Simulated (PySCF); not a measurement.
Calculation: PySCF with PBE0-D4/def2-TZVP. Isolated molecules, 0 K electronic values unless said otherwise. One relaxed conformer stands for a flexible species; it need not be the lowest. 

Reference species (SMILES): `[S]CC=C` (C–C–C–S torsion 119°) (neutral, multiplicity 2).

- highest occupied spin orbital = -6.68 eV

Changed species: `[CH]=O` (radical fragment; the reference has radical fragment).

### Question
What does the change do to the highest occupied spin orbital?

### Answer
the highest occupied spin orbital goes up by 0.29 eV, to -6.39 eV.
